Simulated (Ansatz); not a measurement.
Basis-set extrapolation for `C=C(F)NC` (PBE0-D4/def2-TZVP geometry, frozen core, the Gaussian-basis code of Ansatz). Multiplicity 1, RHF reference.

```
                      def2-TZVPP   def2-QZVPP
                 HF  -271.065769  -271.078091
    MP2 correlation    -0.953200    -1.024132
CCSD(T) correlation    -1.023640      not run
```

Energies in hartree. Use E(X) = E(∞) + A·exp(−7.88·√X) for Hartree–Fock and E(X) = E(∞) + B·X^(−2.97) for correlation, with X = 3 and 4, and add CCSD(T) minus MP2 of the smaller set to the MP2 limit.

Problem. What is the CCSD(T) energy at the basis-set limit?

Solution. HF limit: -271.078091 + (-0.012322) × 0.13774 = -271.07979. MP2 limit: -1.024132 + (-0.070932) × 0.74074 = -1.07667. Higher-order term: -1.023640 − (-0.953200) = -0.07044. Total: -272.22690 hartree, 361.0 kJ/mol below CCSD(T)/def2-TZVPP.
